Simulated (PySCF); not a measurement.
PySCF input for CHN, SMILES [C-]#[NH+] (connectivity only; charge and spin as stated), charge +1, multiplicity 2, PBE0/pcH-1. The structure is a stationary point at B3LYP-D3(BJ)/def2-TZVPD. The multiplicity is an assumed one; other spin states were not compared.

```python
import numpy as np
from pyscf import gto, scf, dft
from pyscf.prop.hfc import uks as hfc
from pyscf.prop.gtensor import uks as gtensor

mol = gto.M(
    atom='''
    C     0.00000000    0.00000000   -0.71904514
    N     0.00000000    0.00000000    0.41164732
    H     0.00000000    0.00000000    1.43273957
    ''',
    basis='pcH-1',
    charge=1,
    spin=1,
    max_memory=1600,
    verbose=3,
)
mf = dft.UKS(mol, xc='pbe0')
mf.grids.level = 3
mf.conv_tol = 1e-10
mf.max_cycle = 100
mf.kernel()
fine, coarse = mf.grids, dft.Grids(mol).set(level=1).build(with_non0tab=True)
for _ in range(3):  # follow internal instabilities
    mf.grids = coarse
    mo, _, stable, _ = mf.stability(return_status=True, nroots=4)
    mf.grids = fine
    if stable:
        break
    mf.kernel(mf.make_rdm1(mo, mf.mo_occ))
A = hfc.HFC(mf).make_fcdip(mf.make_rdm1())  # Fermi contact and dipolar terms, MHz
print('atom   A(iso)/MHz   principal dipolar parts/MHz')
for i, a in enumerate(A):
    w = np.linalg.eigvalsh((a + a.T) / 2)
    print(f'{mol.atom_symbol(i):2s}{i + 1:3d} {w.mean():12.2f}', (w - w.mean()).round(2))
gt = gtensor.GTensor(mf)
gt.dia_soc2e, gt.para_soc2e, gt.so_eff_charge = None, None, True
gt.max_cycle_cphf = 60
g = gt.kernel()
```

Program output:

```

WARN: HOMO -0.346723934686537 >= LUMO -0.346723934686494

converged SCF energy = -92.8521697523318  <S^2> = 0.78462214  2S+1 = 2.0343275
<class 'pyscf.dft.uks.UKS'> wavefunction is stable in the internal stability analysis
atom   A(iso)/MHz   principal dipolar parts/MHz
C   1      1679.19 [-43.6  -43.6   87.19]
N   2        48.43 [-11.78 -11.78  23.55]
H   3        52.14 [-1.4  0.7  0.7]
SOC(1e)/OZ [-1.03469308e-03 -1.03469308e-03  1.42452750e-19]
free electron g 2.00231930436182
g-tensor total [2.00116177 2.00116177 2.00219467]
g-shift (ppt) [-1.15753475 -1.15753475 -0.12463568]
```

Self-consistency was reached.

Cost: very roughly 6 core-seconds.
